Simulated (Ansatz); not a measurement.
# Energy profile

The step: CH₇NSi ([CH3][NH][SiH3]) → CH₅N ([CH3][NH2]) + SiH₂ (still joined by a long Si–N bond); bonds formed: N2–H4; bonds broken: Si1–H4; bonds weakened to dative contacts: Si1–N2 (atoms numbered as in the saddle structure below).

```
10
angstrom
Si -1.0083 1.2496 0.1402
N 0.3116 0.0926 -0.5381
C 0.4555 -1.1838 0.1227
H -0.9668 0.1798 -1.0598
H -0.4684 2.5867 -0.2594
H -0.8934 1.2059 1.6393
H 1.1594 0.4498 -0.9607
H 0.9394 -1.9221 -0.5211
H 1.0161 -1.1027 1.0616
H -0.5452 -1.5557 0.3754
```

Electronic energies by CCSD(T) at an estimated basis limit (MP2 extrapolated from triple and quadruple zeta, plus CCSD(T) − MP2 in triple zeta), on PBE0-D4/def2-TZVP structures; CH7NSi, singlet; no counterpoise correction. Computed with Ansatz 0.2.0 (basis: def2-TZVPP and def2-QZVPP); correlated methods freeze the cores. Extrapolation: Hartree–Fock as exp(−7.88 √X), correlation as X^−2.97.

Q: Give the profile in kcal/mol, counted from the start structure. (Judge from chemistry; the value comes from the calculation.)

A: The calculation gives:
```
                                                                                                     point  kcal/mol
                                                                                           start structure      0.00
                                                                                                    saddle     71.47
                                                                                             end structure     32.94
separated: SiH2 (Si1, H5, H6; singlet) + CH5N (linked as [CH3][NH2]; N2, C3, H4, H7, H8, H9, H10; singlet)     66.87
```

The T1 diagnostic stays at or below 0.015. The restricted Hartree–Fock reference is unstable towards an unrestricted one at one or more of these structures.

Losses and insertions of silylenes and their heavier kin drive the gas-phase chemistry of silicon and germanium vapour deposition.

For scale, one of the runs: CCSD(T)/def2-TZVPP, 202 basis functions, launched by `ansatz run in.yaml --threads 2 --pin off --events-out ev --progress --plain --max-ram 4352MiB`. Time: 52 s of wall clock on 2 CPU threads of an Arm Neoverse V1; the host was shared. Peak host memory: 2.5 GiB.
